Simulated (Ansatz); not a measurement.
Energy needed to pull apart C₂H₂OS, singlet, into free ground-state atoms, from the structure below (displaced at random from a GFN2-xTB minimum); no zero-point or spin–orbit terms; open-shell atoms are treated unrestricted, in their ground-state multiplicity.

O1  (1.985, 0.281, 0.362)
C2  (0.660, -0.041, 0.205)
C3  (-0.554, -0.145, 0.026)
S4  (-1.988, -0.799, -0.059)
H5  (2.458, 0.526, -0.726)
H6  (-2.680, 0.357, -0.066)
(Å)

Computed with Ansatz 0.2.0 (basis: def2-TZVPP); correlated methods freeze the cores.

```tsv
method	atomization energy (kcal/mol)
PBE-D4	563.4
revPBE-D4	?
r2SCAN-D4	534.8
PBE0-D4	?
CAM-B3LYP-D4	527.2
wB97M-V	530.8
HF	319.4
MP2	531.4
CCSD	491.4
CCSD(T)	508.2
```

Q: What does revPBE-D4 give? (To be estimated.)

A: Computed: 542.7 kcal/mol, which is about 34.5 kcal/mol more than CCSD(T)/def2-TZVPP.

Q: What does PBE0-D4 give? (Judge from chemistry; the value comes from the calculation.)

A: Computed: 534.9 kcal/mol, which is about 26.7 kcal/mol more than CCSD(T)/def2-TZVPP.

In triple zeta the MP2 and coupled-cluster atomization energies are still short of their basis limit by a few kcal/mol a bond, whereas those of the functionals are nearly converged, so these differences are not deviations from converged CCSD(T).

The T1 diagnostic stays at or below 0.016.

For scale, one of the runs: CCSD(T)/def2-TZVPP forces, 163 basis functions (an equivalent command: `ansatz run in.yaml --threads 4`). Time: 44 s of wall clock on 4 CPU threads; the host was shared. Peak host memory: 2.4 GiB.
